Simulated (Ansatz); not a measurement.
Complex (SMILES): C (CH4) with F (HF), atoms 1 to 5 the first; geometry from A24 set, monomers rigid:
```xyz
7

C      0.0000     0.0000     1.7707
H      0.5159    -0.8936     1.4203
H      0.0000     0.0000     2.8581
H      0.5159     0.8936     1.4203
H     -1.0319     0.0000     1.4203
H      0.0000     0.0000    -0.5488
F      0.0000     0.0000    -1.4680
```

Basis-set convergence of the uncorrected interaction energy at HF with Ansatz (a first-principles code). Cartesian d functions, on some or all atoms, in 6-31G*, 6-31+G*; all else is spherical. No added dispersion term, no relativity. Functions are those of the species that has most. Reference: the counterpoise-corrected one, the value in aug-pcseg-3, -0.25 kcal/mol. Deviations are taken from unrounded values.

```csv
basis,functions,uncorrected interaction energy (kcal/mol)
6-31G*,40,-0.36
6-31+G*,48,-0.33
cc-pVDZ,53,-0.64
aug-cc-pVDZ,91,-0.41
pcseg-1,53,-0.55
aug-pcseg-1,91,-0.70
6-311G**,66,-0.61
6-311+G**,74,-0.27
def2-TZVP,92,-0.31
def2-TZVPD,122,-0.25
cc-pVTZ,130,-0.55
aug-cc-pVTZ,207,-0.32
pcseg-2,130,-0.29
aug-pcseg-2,207,-0.37
def2-TZVPP,132,-0.31
def2-TZVPPD,162,-0.26
cc-pVQZ,260,-0.39
aug-cc-pVQZ,390,-0.29
def2-QZVPP,264,-0.31
def2-QZVPPD,294,-0.25
pcseg-3,285,-0.28
aug-pcseg-3,415,-0.29
```

What the diffuse functions change, pair by pair:
- 6-31G* to 6-31+G*: 8 more functions, deviation -0.11 to -0.07 kcal/mol
- cc-pVDZ to aug-cc-pVDZ: 38 more functions, deviation -0.38 to -0.15 kcal/mol
- pcseg-1 to aug-pcseg-1: 38 more functions, deviation -0.29 to -0.45 kcal/mol
- 6-311G** to 6-311+G**: 8 more functions, deviation -0.35 to -0.01 kcal/mol
- def2-TZVP to def2-TZVPD: 30 more functions, deviation -0.05 to 0.00 kcal/mol
- cc-pVTZ to aug-cc-pVTZ: 77 more functions, deviation -0.30 to -0.06 kcal/mol
- pcseg-2 to aug-pcseg-2: 77 more functions, deviation -0.04 to -0.12 kcal/mol
- def2-TZVPP to def2-TZVPPD: 30 more functions, deviation -0.05 to -0.01 kcal/mol
- cc-pVQZ to aug-cc-pVQZ: 130 more functions, deviation -0.14 to -0.03 kcal/mol
- def2-QZVPP to def2-QZVPPD: 30 more functions, deviation -0.05 to 0.00 kcal/mol
- pcseg-3 to aug-pcseg-3: 130 more functions, deviation -0.02 to -0.03 kcal/mol

Leaving out the reference's own pair, they bring the value nearer the reference by more than 0.01 kcal/mol in 8 of 10 pairs.
